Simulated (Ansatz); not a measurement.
**Forces away from equilibrium**

C2HLi (SMILES [Li][C]#C), singlet, displaced at random from a GFN2-xTB minimum.

Li1  (-2.139, 0.343, -0.448)
C2  (-0.569, 0.018, -0.201)
C3  (0.871, -0.222, 0.058)
H4  (1.797, -0.528, 0.378)
(Å)

Computed with Ansatz 0.2.0 (basis: def2-TZVPP); correlated methods freeze the cores. The outer core shell of Li, Na, Mg and K is correlated.

CCSD(T) forces from the calculation:
| atom | Fx | Fy | Fz (eV/Å) |
| --- | --- | --- | --- |
| Li1 | -3.939 | 0.822 | -0.634 |
| C2 | 14.099 | -2.463 | 2.409 |
| C3 | -12.089 | 2.185 | -2.339 |
| H4 | 1.929 | -0.544 | 0.565 |

**Question.** Which atom feels the largest CCSD(T) force, and how large is it?

**Answer.** C2, 14.51 eV/Å, along (0.97, -0.17, 0.17).

Root-mean-square difference of the force components from those of CCSD(T): PBE0-D4 0.646; wB97M-V 0.797; r2SCAN-D4 0.452; PBE-D4 0.218; BHLYP-D4 1.000; LC-wPBE 1.152 eV/Å.

No T1 diagnostic of these runs exceeds 0.022. The restricted Hartree–Fock reference is unstable towards an unrestricted one here. These are differences at one structure, and CCSD(T) in triple zeta is itself an approximation.

For scale, one of the runs: CCSD(T)/def2-TZVPP forces, 95 basis functions (an equivalent command: `ansatz run in.yaml --threads 4`). The run took about 7.5 s on 4 CPU threads (shared host).
